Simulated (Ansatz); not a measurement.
Two structures of AlSiH4Cl, closed shell, reached by relaxing down either side of one saddle point (PBE0-D4/def2-TZVP). Energies are electronic, without zero-point energy. Computed with Ansatz 0.2.0 (basis: def2-TZVPP and def2-QZVPP); correlated methods freeze the cores. Extrapolation: Hartree–Fock as exp(−7.88 √X), correlation as X^−2.97. First:

Al1  (-1.239, -0.518, 0.178)
Si2  (1.041, 0.297, -0.177)
H3  (-1.726, -2.011, -0.009)
Cl4  (-2.702, 0.867, 0.782)
H5  (1.988, -0.409, 0.734)
H6  (1.159, 1.760, 0.066)
H7  (1.479, 0.014, -1.574)
(Å)

Second:

```
7
angstrom
Al -1.8365 0.9347 1.4701
Si 1.0814 -0.1652 -0.4268
H -0.3525 -0.4357 -0.7253
Cl -3.5334 -0.1041 0.6617
H 1.3924 -0.6703 0.9342
H 1.3201 1.2986 -0.4832
H 1.9286 -0.8580 -1.4308
```

(1) Which bonds change from the first to the second?

(2) Give the saddle point's structure and its height above each. (An estimate is asked for; the value comes from the calculation.)

The T1 diagnostic stays at or below 0.014. The restricted Hartree–Fock reference is unstable towards an unrestricted one at one or more of these structures.

Answers

(1) AlSiH₄Cl ([SiH3][AlH][Cl]) → AlCl + SiH₄; bonds formed: Si2–H3; bonds broken: Al1–Si2, Al1–H3.

(2) Computed: 49.83 kcal/mol above the first and 36.36 kcal/mol above the second (CCSD(T) at an estimated basis limit (MP2 extrapolated from triple and quadruple zeta, plus CCSD(T) − MP2 in triple zeta)).
```
7
angstrom
Al -1.3676 0.6133 0.4105
Si 0.9194 0.1369 -0.1838
H -0.5101 -0.9267 -0.0450
Cl -3.2973 -0.1564 0.7147
H 1.5327 -0.7379 0.8509
H 1.7315 1.4025 -0.1536
H 0.9915 -0.3317 -1.5937
```

Losses and insertions of silylenes and their heavier kin drive the gas-phase chemistry of silicon and germanium vapour deposition.

Labels in which every atom is bracketed show which atoms are joined, not bond orders.

For scale, one of the runs: CCSD(T)/def2-TZVPP, 182 basis functions, launched by `ansatz run in.yaml --threads 2 --pin off --events-out ev --progress --plain --max-ram 4352MiB`. Hardware: 2 CPU threads of an Arm Neoverse V1, shared host. Wall time 29 s; peak host memory 1.5 GiB.
